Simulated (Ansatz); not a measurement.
**BFH4S: molecular dynamics**

Aim: let a guess near a reaction's saddle point go and see which way it falls. Runs: 150 steps of 0.5 fs at constant energy, with velocities drawn for 100 K; 150 steps of 0.5 fs at constant energy, with velocities drawn for 600 K. Reaction type: exchange4.

Program: Ansatz 0.2.0. Level of theory: UKS PBE0-D4/6-31G*. These are calculated values, not measurements.

## (1) Starting point

Bond lengths: B1–F2 1.680 Å, B1–H3 1.161 Å, B1–H4 1.162 Å, B1–S6 2.204 Å, S6–H7 1.329 Å. Angles: F2–B1–H3 108.0°, F2–B1–H4 108.0°, F2–B1–S6 87.7°, H3–B1–H4 126.6°, H3–B1–S6 109.4°, H4–B1–S6 110.0°, B1–S6–H7 94.7°.

As a file:

```xyz
7

B    -0.7266   -0.3425    0.2051
F     0.1182   -0.9885   -1.0959
H    -0.9244   -1.1980    0.9653
H    -1.5088    0.4097   -0.2113
H     1.0543   -0.3889   -0.6376
S     1.1209    0.7218    0.7638
H     0.8664    1.7864    0.0106
```

## (2) Run 1

150 steps of 0.5 fs at constant energy, with velocities drawn for 100 K.

File input.yaml:

```yaml
crystal:
  periodic: [false, false, false]
  atoms:
    - { symbol: B, position_ang: [-0.7266, -0.3425, 0.2051] }
    - { symbol: F, position_ang: [0.1182, -0.9885, -1.0959] }
    - { symbol: H, position_ang: [-0.9244, -1.198, 0.9653] }
    - { symbol: H, position_ang: [-1.5088, 0.4097, -0.2113] }
    - { symbol: H, position_ang: [1.0543, -0.3889, -0.6376] }
    - { symbol: S, position_ang: [1.1209, 0.7218, 0.7638] }
    - { symbol: H, position_ang: [0.8664, 1.7864, 0.0106] }
magnetization:
  spin_polarized: true
basis:
  gaussian: { orbitals: "6-31G*" }
hamiltonian:
  xc: pbe0
  dispersion: d4
md:
  timestep: 0.5
  n_steps: 150
  ensemble: nve
  temperature: 100.0
  initial_velocities: maxwell_boltzmann
  seed: 659924
```

On the command line:

```
ansatz run input.yaml --threads 1 --pin off --max-ram 2048MiB --backend cpu --events-out ev --progress --plain --runs-dir out
```

Log, shortened:

```text
Warning: RAYON_NUM_THREADS=1 ignored (pool sized by the plan → 1); use --threads N
[...]
Functional definition: PBE0
[...]
611 factors; integrals over basis functions are off by at most 4.8e-4 eV
[...]
mean field -14284.95950156 eV, -524.9625789892 hartree, gradient 5.6e-5 eV, S^2 0.000000; 0 other end points of the search recorded, 0 dependent functions left out
[...]
reference -14284.95952008 eV, -524.9625796694 hartree; 17, 17 occupied and 40, 40 virtual orbitals, 611 factors
md step     0: t =     0.00 fs  T =   100.0 K  F+E_penalty+E_count = -14285.03919104 eV  E_kin = 0.064630 eV  conserved = -14284.97456104 eV  (25 SCF iters)
[...]
md step    18: t =     9.00 fs  T =   263.0 K  F+E_penalty+E_count = -14285.14439651 eV  E_kin = 0.170004 eV  conserved = -14284.97439288 eV  (25 SCF iters)
[...]
md step    36: t =    18.00 fs  T =   604.1 K  F+E_penalty+E_count = -14285.36523946 eV  E_kin = 0.390455 eV  conserved = -14284.97478452 eV  (30 SCF iters, 3 dispersion substeps)
[...]
md step    54: t =    27.00 fs  T =   889.5 K  F+E_penalty+E_count = -14285.54905319 eV  E_kin = 0.574869 eV  conserved = -14284.97418465 eV  (29 SCF iters, 3 dispersion substeps)
[...]
md step    72: t =    36.00 fs  T =  1070.0 K  F+E_penalty+E_count = -14285.66699869 eV  E_kin = 0.691537 eV  conserved = -14284.97546179 eV  (30 SCF iters, 3 dispersion substeps)
md step    73: t =    36.50 fs  T =  1127.9 K  F+E_penalty+E_count = -14285.70466892 eV  E_kin = 0.728941 eV  conserved = -14284.97572796 eV  (30 SCF iters, 3 dispersion substeps)
```

## (3) The log goes on: dynamics from the start

The log, continued, shortened:

```text
md step    74: t =    37.00 fs  T =  1170.9 K  F+E_penalty+E_count = -14285.73257970 eV  E_kin = 0.756729 eV  conserved = -14284.97585065 eV  (26 SCF iters, 3 dispersion substeps)
[...]
md step    93: t =    46.50 fs  T =  1134.8 K  F+E_penalty+E_count = -14285.70746292 eV  E_kin = 0.733407 eV  conserved = -14284.97405609 eV  (26 SCF iters, 3 dispersion substeps)
[...]
md step   112: t =    56.00 fs  T =  1764.9 K  F+E_penalty+E_count = -14286.11628462 eV  E_kin = 1.140644 eV  conserved = -14284.97564042 eV  (26 SCF iters, 3 dispersion substeps)
[...]
md step   131: t =    65.50 fs  T =  1813.9 K  F+E_penalty+E_count = -14286.14696910 eV  E_kin = 1.172301 eV  conserved = -14284.97466852 eV  (26 SCF iters, 3 dispersion substeps)
[...]
md step   149: t =    74.50 fs  T =  1928.9 K  F+E_penalty+E_count = -14286.22255192 eV  E_kin = 1.246634 eV  conserved = -14284.97591791 eV  (29 SCF iters, 3 dispersion substeps)
[...]
md step   150: t =    75.00 fs  T =  1928.6 K  F+E_penalty+E_count = -14286.22229472 eV  E_kin = 1.246471 eV  conserved = -14284.97582414 eV  (26 SCF iters, 3 dispersion substeps)
Total energy: -14286.22231413 eV, -525.0089864948 hartree
Atom 0 at    -0.779375    -0.743839    -0.134910 Å, force     0.375248    -0.362679    -2.029538 eV/Å
Atom 1 at    -0.300155    -1.261835    -1.305638 Å, force    -0.315339     0.697389     0.970131 eV/Å
Atom 2 at    -0.639142    -1.486883     0.763853 Å, force    -0.101345     0.028469     0.794954 eV/Å
Atom 3 at    -1.431330     0.266819    -0.253857 Å, force     0.141115    -0.232049     0.349035 eV/Å
Atom 4 at     2.428354     0.330414     0.816944 Å, force     0.783553    -0.329205    -0.276014 eV/Å
Atom 5 at     1.311905     1.008360     0.966120 Å, force    -1.183349    -0.201618     0.861241 eV/Å
Atom 6 at     1.505563     1.840398    -0.035443 Å, force     0.300117     0.399694    -0.669809 eV/Å
Dipole moment:     0.335913     0.219417     0.019855 e Å
```

It took 15 min on 1 thread of AMD EPYC (Zen 3), shared host; peak memory 0.14 GiB.

## (4) The trajectory

The trajectory, every 6 steps (energies from step 0):

```csv
time (fs),T (K),potential energy change (meV/atom),total energy change (meV/atom),B1–S6 (Å),H5–F2 (Å),B1–F2 (Å)
0.0,100,0.0,0.00,2.20,1.20,1.68
3.0,155,-5.1,-0.02,2.20,1.17,1.68
6.0,271,-15.9,-0.06,2.18,1.09,1.66
9.0,263,-15.0,0.02,2.15,1.03,1.64
12.0,444,-31.8,-0.07,2.10,1.06,1.62
15.0,574,-43.8,-0.04,2.04,1.17,1.61
18.0,604,-46.6,-0.03,1.98,1.28,1.59
21.0,591,-45.3,0.05,1.92,1.40,1.55
24.0,825,-67.0,-0.11,1.88,1.55,1.51
27.0,889,-72.8,0.05,1.86,1.74,1.45
30.0,1118,-94.2,-0.23,1.86,1.97,1.38
33.0,824,-66.8,0.06,1.89,2.24,1.33
36.0,1070,-89.7,-0.13,1.93,2.49,1.31
39.0,1202,-101.7,-0.01,1.98,2.71,1.33
42.0,1377,-118.1,-0.21,2.04,2.93,1.37
45.0,1146,-96.5,0.05,2.10,3.13,1.40
48.0,1303,-111.1,-0.06,2.18,3.24,1.41
51.0,1486,-128.0,-0.05,2.27,3.28,1.40
54.0,1739,-151.5,-0.19,2.36,3.37,1.36
57.0,1660,-144.1,-0.02,2.45,3.50,1.31
60.0,1671,-145.0,-0.02,2.54,3.57,1.28
63.0,1823,-159.2,-0.13,2.63,3.59,1.29
66.0,1859,-162.5,-0.10,2.70,3.66,1.33
69.0,1805,-157.4,-0.07,2.78,3.75,1.35
72.0,1710,-148.7,0.02,2.86,3.80,1.37
75.0,1929,-169.0,-0.18,2.94,3.81,1.37
```

time (fs), T (K) and a bar:
```
      0.0        100 
      3.5        196 ##
      6.5        260 ###
     10.0        324 ####
     13.0        474 ######
     16.5        639 #########
     19.5        549 #######
     23.0        767 ###########
     26.0        837 ############
     29.5       1128 #################
     32.5        853 ############
     36.0       1070 ################
     39.0       1202 ##################
     42.5       1376 #####################
     45.5       1118 #################
     49.0       1426 ######################
     52.0       1501 #######################
     55.5       1800 ############################
     58.5       1573 ########################
     62.0       1841 #############################
     65.0       1779 ############################
     68.5       1861 #############################
     71.5       1675 ##########################
     75.0       1929 ##############################
```

Bonds that form or break, judged by distance (formed within 1.15 times the sum of covalent radii and held on average over 12 fs, broken when stretched by half; pairs already stretched at the start don't count as bonds):

```csv
time (fs),bond,event
12.0,B1–S6,forms
19.5,B1–F2,forms
21.0,H5–S6,forms
71.5,B1–S6,breaks
```

## (5) Positions and forces

Extended XYZ, with forces in eV/Å:

```xyz
7
time_fs=9.5 T=290 dE=-0.1228
B    -0.686   -0.327    0.195    0.125    1.148    0.610
F     0.137   -0.968   -1.066   -1.180   -0.468   -0.214
H    -0.941   -1.180    0.990    0.250   -0.061   -0.146
H    -1.563    0.449   -0.171    0.771   -0.494   -0.045
H     0.850   -0.382   -0.612    1.382    0.495    0.024
S     1.107    0.701    0.746   -1.524   -0.042   -0.571
H     0.810    1.848    0.051    0.177   -0.578    0.342
7
time_fs=19.0 T=561 dE=-0.2975
B    -0.582   -0.277    0.211   -0.663   -0.769   -1.218
F     0.130   -0.946   -1.026    0.011    0.336    0.315
H    -0.806   -1.194    0.987   -0.073    0.745   -0.133
H    -1.437    0.488   -0.269    0.580   -0.541    0.814
H     1.124   -0.203   -0.583   -0.227    0.241    0.469
S     1.060    0.663    0.717    0.141    0.701   -0.516
H     0.794    1.871    0.110    0.231   -0.712    0.268
7
time_fs=28.0 T=1005 dE=-0.5856
B    -0.494   -0.290    0.153   -1.211   -1.505   -0.553
F     0.112   -0.917   -0.978   -0.917   -0.573   -0.253
H    -0.758   -0.994    1.092   -0.028   -0.339   -0.084
H    -1.309    0.524   -0.074   -0.687    0.443   -0.300
H     1.492    0.110   -0.403    1.120   -0.392   -1.020
S     1.021    0.635    0.692    1.715    1.774    2.389
H     0.851    1.829    0.139    0.008    0.592   -0.179
7
time_fs=37.5 T=1196 dE=-0.7095
B    -0.522   -0.360    0.081   -0.709    0.463    1.476
F     0.065   -0.921   -0.959    0.012   -1.842   -2.792
H    -0.719   -0.989    1.067   -0.091   -0.763    0.334
H    -1.318    0.515   -0.002   -0.539    0.465   -0.532
H     2.104    0.451   -0.113   -0.299   -0.573    0.041
S     1.036    0.649    0.692    1.918    1.412    1.655
H     0.940    1.865    0.190   -0.292    0.838   -0.181
7
time_fs=47.0 T=1177 dE=-0.6959
B    -0.623   -0.422    0.092    0.436   -1.017   -2.297
F     0.004   -0.991   -1.034   -1.124    0.235    0.566
H    -0.720   -1.251    0.986   -0.207    0.809    0.009
H    -1.428    0.523   -0.192    0.891   -0.856    0.798
H     2.460    0.515    0.392   -1.739    0.174   -0.054
S     1.098    0.713    0.723    1.367    1.025    1.099
H     0.936    1.987    0.291    0.376   -0.371   -0.121
7
time_fs=56.0 T=1765 dE=-1.0771
B    -0.667   -0.564   -0.020   -0.601    0.773    1.214
F    -0.092   -1.059   -1.101   -0.135   -0.511   -0.467
H    -0.831   -1.187    1.030    0.454   -0.127   -0.711
H    -1.350    0.455   -0.057    0.233   -0.288   -0.420
H     2.492    0.499    0.592   -0.810    0.344   -0.129
S     1.163    0.800    0.790    0.587    0.761    0.354
H     1.147    2.064    0.237    0.272   -0.952    0.159
7
time_fs=65.5 T=1814 dE=-1.1078
B    -0.732   -0.667   -0.087    1.073   -0.780    0.001
F    -0.199   -1.153   -1.193    0.131   -0.409   -0.510
H    -0.702   -1.338    0.884   -0.098   -0.283    0.409
H    -1.254    0.338   -0.175   -1.187    1.494   -0.041
H     2.450    0.546    0.638    1.567   -0.999   -0.011
S     1.232    0.900    0.879   -0.929    0.754    0.218
H     1.497    1.952    0.086   -0.558    0.223   -0.066
7
time_fs=75.0 T=1929 dE=-1.1831
B    -0.779   -0.744   -0.135    0.375   -0.363   -2.030
F    -0.300   -1.262   -1.306   -0.315    0.697    0.970
H    -0.639   -1.487    0.764   -0.101    0.029    0.795
H    -1.431    0.267   -0.254    0.141   -0.232    0.349
H     2.428    0.330    0.817    0.784   -0.329   -0.276
S     1.312    1.008    0.966   -1.183   -0.202    0.861
H     1.506    1.840   -0.035    0.300    0.400   -0.670
```

On run 1: At the last frame the bonds meant to break are whole and the new ones absent: it fell back to the reactants' side (BFH2 + H2S). The temperature starts at 100 K and averages 1579 K in the second half, where it ranges from 1114 to 1929 K; the start was no minimum (force components up to 2.3 eV/Å), and the potential energy that it sheds (137 meV/atom) turns into motion, which in so few atoms is no thermal temperature. The total energy strays from its start by at most 0.25 meV/atom, 0.2 % of the mean kinetic energy, so a step of 0.5 fs is short enough over this time. Bonds change: the first event comes at 12.0 fs (B1–S6 forms). By that distance rule the pieces at the end are BFH2 + H2S; a long dative bond can count as broken.

## (6) Run 2

150 steps of 0.5 fs at constant energy, with velocities drawn for 600 K.

Edit input.yaml of step 2 so:

```diff
@@ -21,4 +21,4 @@
   ensemble: nve
-  temperature: 100.0
+  temperature: 600.0
   initial_velocities: maxwell_boltzmann
-  seed: 659924
+  seed: 93820
```

On the command line:

```
ansatz run input.yaml --threads 1 --pin off --max-ram 2048MiB --backend cpu --events-out ev --progress --plain --runs-dir out
```

Log, shortened:

```text
Warning: RAYON_NUM_THREADS=1 ignored (pool sized by the plan → 1); use --threads N
[...]
[... 1 set-up line as earlier in the session ...]
[...]
611 factors; integrals over basis functions are off by at most 4.8e-4 eV
[...]
mean field -14284.95950156 eV, -524.9625789892 hartree, gradient 5.6e-5 eV, S^2 0.000000; 0 other end points of the search recorded, 0 dependent functions left out
[...]
reference -14284.95952008 eV, -524.9625796694 hartree; 17, 17 occupied and 40, 40 virtual orbitals, 611 factors
md step     0: t =     0.00 fs  T =   600.0 K  F+E_penalty+E_count = -14285.03919104 eV  E_kin = 0.387780 eV  conserved = -14284.65141104 eV  (25 SCF iters)
[...]
md step    19: t =     9.50 fs  T =   603.7 K  F+E_penalty+E_count = -14285.04165340 eV  E_kin = 0.390147 eV  conserved = -14284.65150621 eV  (30 SCF iters, 3 dispersion substeps)
[...]
md step    38: t =    19.00 fs  T =  1697.5 K  F+E_penalty+E_count = -14285.74981656 eV  E_kin = 1.097084 eV  conserved = -14284.65273250 eV  (29 SCF iters, 3 dispersion substeps)
[...]
md step    57: t =    28.50 fs  T =  1857.5 K  F+E_penalty+E_count = -14285.85224020 eV  E_kin = 1.200497 eV  conserved = -14284.65174318 eV  (29 SCF iters, 3 dispersion substeps)
[...]
md step    74: t =    37.00 fs  T =  1392.8 K  F+E_penalty+E_count = -14285.55143284 eV  E_kin = 0.900156 eV  conserved = -14284.65127664 eV  (26 SCF iters, 3 dispersion substeps)
md step    75: t =    37.50 fs  T =  1404.9 K  F+E_penalty+E_count = -14285.55942850 eV  E_kin = 0.908003 eV  conserved = -14284.65142510 eV  (26 SCF iters, 3 dispersion substeps)
```

(Part 1 of 2 ends here.)
